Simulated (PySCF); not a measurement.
**SOF2: singlet, from a T-shaped (ligand arrangement 2) start**

Aim: relax SOF2 as a singlet from a hand-made T-shaped (ligand arrangement 2) geometry, check by its vibrations whether the end is a minimum, and collect its spectrum and constants.

Method: PBE0, basis S def2-TZVP, O def2-TZVP, F def2-TZVP, no relativity, density fitting; program: PySCF 2.14.0.

## Step 1: Starting geometry

4 atoms, charge 0, spin multiplicity 1.

Bond lengths: S1–O2 1.510 Å, S1–F3 1.670 Å, S1–F4 1.670 Å. Angles: O2–S1–F3 88.0°, O2–S1–F4 88.0°, F3–S1–F4 176.0°.

```xyz
4
charge 0 multiplicity 1
S     0.0000    0.0000    0.0000
O     0.0000    0.0000    1.5100
F     1.6690    0.0000    0.0583
F    -1.6690    0.0000    0.0583
```

## Step 2: The SCF at the typed geometry

One driver script runs all steps and calls PySCF; scf.py shows how it sets up the SCF of each step. The optimiser is the driver's own. After this first run the driver tries any further starts and a stability analysis.

scf.py

```python
from pyscf import gto, scf, dft
mol = gto.M(atom='''
S      0.000000     0.000000     0.000000
O      0.000000     0.000000     1.510000
F      1.669000     0.000000     0.058300
F     -1.669000     0.000000     0.058300''',
    basis={'S': 'def2-TZVP', 'O': 'def2-TZVP', 'F': 'def2-TZVP'},
    charge=0, spin=0)
mf = dft.RKS(mol, xc='PBE0')
mf.grids.atom_grid = (50, 194)
aux = {'S': 'def2-universal-JKFIT', 'O': 'def2-universal-JKFIT', 'F': 'def2-universal-JKFIT'}
mf = mf.density_fit(auxbasis=aux)
mf.conv_tol = 1e-08
mf.diis_space = 10
mf.max_cycle = 60
mf.init_guess = 'minao'
mf.verbose = 4
mf.kernel()
```

Command:

```console
OMP_NUM_THREADS=2 python axn.py task.json out
```

After this run come: Relaxation: T-shaped (ligand arrangement 2) start, singlet; Hessian and properties; Downhill along the imaginary mode; Is it a minimum? Harmonic modes.

Before running it: what results should come out? Wanted: minimum; geometry; wavenumbers; dipole moment; highest occupied, lowest empty level; polar-tensor charge of S1; zero-point energy; atomisation energy.

**Answer**, as computed:

| quantity | value |
| --- | --- |
| minimum | singlet, Cs |
| geometry | S–F 1.588 Å (×2), S–O 1.419 Å; F–S–F 93.0°, F–S–O 106.5° (×2) |
| wavenumbers (cm⁻¹) | 375 (a'), 395 (a''), 534 (a'), 762 (a''), 827 (a'), 1373 (a') |
| dipole moment | 1.65 D |
| highest occupied, lowest empty level | -9.65, -1.13 eV |
| polar-tensor charge of S1 | +1.83 e |
| zero-point energy | 25.5 kJ/mol |
| entropy at 298.15 K | 279.0 J/(mol K) |
| atomisation energy (no zero-point energy) | 1268 kJ/mol |

What this shows: The T-shaped (ligand arrangement 2) start (C2v) ends in a minimum of Cs symmetry, after a stop at a saddle point 190.6 kJ/mol higher, from which it was pushed off along an imaginary mode. The strongest infrared band lies at 762 cm⁻¹ (a'', stretch). Other starts or spin states, not run here, may lie lower.
